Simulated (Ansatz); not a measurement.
Which is lower?

The two ends of one reaction step of CH$_{6}$Si, singlet (PBE0-D4/def2-TZVP).

A:

Si1  (-1.106, -0.107, 0.352)
C2  (0.643, 0.668, 0.340)
H3  (-0.629, -1.796, 0.006)
H4  (-0.380, -1.486, -0.699)
H5  (-1.468, 0.094, -1.112)
H6  (1.235, 0.323, 1.191)
H7  (0.478, 1.742, 0.497)
H8  (1.227, 0.563, -0.574)
(Å)

B:

Si1  (-0.608, -0.577, -0.279)
C2  (0.680, 0.645, 0.312)
H3  (-1.311, -1.201, 0.875)
H4  (0.023, -1.660, -1.081)
H5  (-1.624, 0.100, -1.130)
H6  (1.426, 0.149, 0.937)
H7  (0.218, 1.441, 0.900)
H8  (1.196, 1.103, -0.534)
(Å)

Computed with Ansatz 0.2.0 (basis: def2-TZVPP); correlated methods freeze the cores. B3LYP uses VWN-RPA correlation.

(1) Which structure is lower at CCSD(T), and by how much? (To be estimated.)

T1 diagnostic: at most 0.013.

Answers

(1) The calculation gives: B, by 243.4 kJ/mol (electronic energy, against the other). By their contacts, A is a complex of CH₄Si ([CH3][SiH]) + H₂ and B is CH₆Si ([CH3][SiH3]).

All methods give the same order:

```
      method  E(B) − E(A) (kJ/mol)
       SPW92                -213.1
      PBE-D4                -217.3
     BLYP-D4                -221.3
   r2SCAN-D4                -239.7
      B97M-V                -236.3
     PBE0-D4                -234.3
    B3LYP-D4                -235.6
  r2SCAN0-D4                -247.6
    BHLYP-D4                -255.2
CAM-B3LYP-D4                -246.5
     wB97X-V                -251.2
     wB97M-V                -234.9
      B2PLYP                -244.3
    PBE-QIDH                -250.4
  RPA on PBE                -240.1
          HF                -283.4
         MP2                -251.2
        CCSD                -248.9
     CCSD(T)                -243.4
```

Labels in which every atom is bracketed show which atoms are joined, not bond orders.

For scale, one of the runs: CCSD(T)/def2-TZVPP, 157 basis functions, launched by `ansatz run in.yaml --threads 2 --pin off --events-out ev --progress --plain --max-ram 4352MiB`. Time: 9.5 s of wall clock on 2 CPU threads of an Arm Neoverse V1; the host was shared. Peak host memory: 1 GiB.
